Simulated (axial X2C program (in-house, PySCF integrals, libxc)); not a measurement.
# Bond lengths and stretching modes, held linear, of NBN²⁺

Computed with an axial X2C code built on PySCF integrals: two-component X2C with atomic mean-field Coulomb and Gaunt terms, Gaussian nuclei, basis N dyall-av3z, B dyall-v3z with contracted cores. Spin-free rows use the one-electron spin-free X2C Hamiltonian.

Masses N 14.003, B 11.009, N 14.003 u. States: 2c Ω = 5/2 (beyond evenly filled blocks: ω = -1/2, 2 × ω = 3/2); spin-free M_S = 5/2, Λ = 0 (beyond evenly filled blocks: σα, 2 × π+α, 2 × π-α).

HF, 2c: energies above the lowest point

```tsv
r(N–B) (Å)	r(B–N) (Å)	E (meV)
1.4771	1.4771	297.34
1.4771	1.5150	226.61
1.4771	1.5529	185.61
1.5150	1.4771	226.61
1.5150	1.5150	151.04
1.5150	1.5529	105.50
1.5150	1.5907	83.16
1.5529	1.4771	185.61
1.5529	1.5150	105.50
1.5529	1.5529	55.76
1.5907	1.5150	83.16
1.5907	1.5907	0.00
```

Fit a quadratic surface with cubic terms in each bond: where is the minimum, and what are the two stretching wavenumbers?

At HF, 2c: bonds 1.503 and 1.503 Å; harmonic stretches 618.7 and 1324.9 cm⁻¹; force constants 3.62, 3.62 and coupling -0.46 mdyn/Å.

The other levels and Hamiltonians give:

| Hamiltonian | level | r(N–B) (Å) | r(B–N) (Å) | lower stretch (cm⁻¹) | upper stretch (cm⁻¹) |
| --- | --- | --- | --- | --- | --- |
| 2c | PBE0 | 1.520 | 1.520 | 609.8 | 966.8 |
| 2c | MP2 | 1.517 | 1.517 | 608.4 | 1425.9 |
| spin-free | PBE0 | 1.520 | 1.520 | 609.8 | 966.9 |

Each state is one determinant, the lowest of a limited PBE0 search; the stretches come from a fit to these few points and carry an uncertainty of a few per cent. Other orders of the atoms were not compared. Left out for rough or failed fits: BHandHLYP 2c, HF spin-free, BHandHLYP spin-free, MP2 spin-free. The levels spread by more than a fifth, so the stretches depend strongly on the method. MP2 freezes inner shells (threshold -2 hartree). A multiply charged ion may be only metastable. The molecule was held linear; bending was not examined, so a bent shape may lie lower. Note: several unpaired electrons, one determinant need not be a pure state.
